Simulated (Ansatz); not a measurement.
# Ni (Ni, fcc): the cost of one run

Program: Ansatz 0.2.0. Level of theory: DFT BLYP, plane waves (420 eV) with PAW, scalar-relativistic; PBE-made PAW files. These are calculated values, not measurements.

## 1. The system as given

The structure is cubic, space group Fm-3m (No. 225). Conventional cell: a = 3.524 Å, b = 3.524 Å, c = 3.524 Å, α = 90.00°, β = 90.00°, γ = 90.00°. Around Ni (site symmetry m-3m) lie 12 Ni at 2.49 Å.

Structure file:

```
CELL_PARAMETERS angstrom
2.49176 0.00000 0.00000
0.00000 2.49176 0.00000
0.00000 0.00000 3.52388
ATOMIC_POSITIONS crystal
Ni 0.00000 0.00000 0.00000
Ni 0.50000 0.50000 0.50000
```

The atoms start with moments of +0.8, -0.8 μB.

## 2. Relaxing cell and atoms

input.yaml reads:

```yaml
crystal:
  lattice:
    - [2.4917594441, 0.0, 0.0]
    - [0.0, 2.4917594441, 0.0]
    - [0.0, 0.0, 3.52388]
  atoms:
    - { symbol: Ni, position: [0.0, 0.0, 0.0], spin: 0.8 }
    - { symbol: Ni, position: [0.5, 0.5, 0.5], spin: -0.8 }
hamiltonian:
  xc: blyp
  pseudopotentials:
    kind: paw
    azcp:
      Ni: "pseudopotentials/Ni.paw.azcp"
basis:
  ecutwfc: 420
  fft_grid_basis: typed
kpoints:
  mp_grid: { grid: [13, 13, 9], shift: [0, 0, 0] }
magnetization:
  spin_polarized: true
scf:
  occupations: { method: fermi_dirac, width: 0.05 }
relax:
  max_steps: 60
  f_tol: 0.01
  cell: {}
```

What time and memory should one allow on 4 threads of an Arm CPU, shared host?

About 19 s, with a peak of 0.46 GiB.
